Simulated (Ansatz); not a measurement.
We consider hcp Er, described by PBE-D4 (PAW; Ansatz, an electronic-structure program).

Numerical settings: plane-wave cutoff 500 eV, 24×24×14 k mesh (along the axes of the cell as run), Fermi–Dirac smearing 0.1 eV, spin-polarised with parallel moments, scalar-relativistic PAW data made under PBE.

Cell (relaxed at this level):

Er is taken in the hexagonal space group P6₃/mmc (No. 194), the hcp (Mg type) structure, Pearson symbol hP2. Conventional cell: a = b = 3.6479 Å, c = 5.8557 Å, α = β = 90.00°, γ = 120.00°. Er on 2c is coordinated by 12 Er at 3.607–3.648 Å (anticuboctahedral). (Neighbours: up to the widest gap in distance over summed covalent radii, below 1.35, at either atom.)

### Question
What does this level give for the magnetic moment per atom (the cell's total over its atoms)?

### Answer

- magnetic moment per atom (the cell's total over its atoms) = 2.65 μB

Note: the 4f shell is treated without U or exact exchange, so its levels and filling can be wrong; the collinear magnetic order is the start's and need not be the measured one.

Moments are spin moments.

Spin–orbit coupling is not included.

The computed numbers hold no vibrational or temperature effects.

Cost on a shared machine: about 16 core-minutes (a rough figure).
